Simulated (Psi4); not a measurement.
Process, species as SMILES: ClC (CH3-Cl) → [CH2-]Cl + H+
B3LYP-D3(BJ)/def2-TZVP geometries, fixed; electronic energies without zero-point terms.

Effect of the grid (radial, spherical points) at M06-2X/aug-cc-pV(T+d)Z with Psi4, against the last row, where the deprotonation energy is 403.94 kcal/mol. Cost is core time over that of grid: 35, 110, rough, on shared machines of one kind.

| setting | grid points, largest species | largest shift of a total energy (mEh) | shift of the deprotonation energy (kcal/mol) | cost |
|---|---|---|---|---|
| grid: 35, 110 | 19008 | -9.522 | -0.294 | 1× |
| grid: 50, 194 | 47791 | 0.133 | 0.131 | 1× |
| grid: 75, 302 | 109917 | -0.053 | 0.004 | 2× |
| grid: 99, 590 | 282192 | 0.002 | -0.002 | 5× |
| grid: 150, 974 | 703747 | 0.000 | 0.000 | 10× |

Within 0.05 kcal/mol in the deprotonation energy: grid: 75, 302; grid: 99, 590. The largest shift is 9.522 mEh in a total energy and 0.294 kcal/mol in the difference.
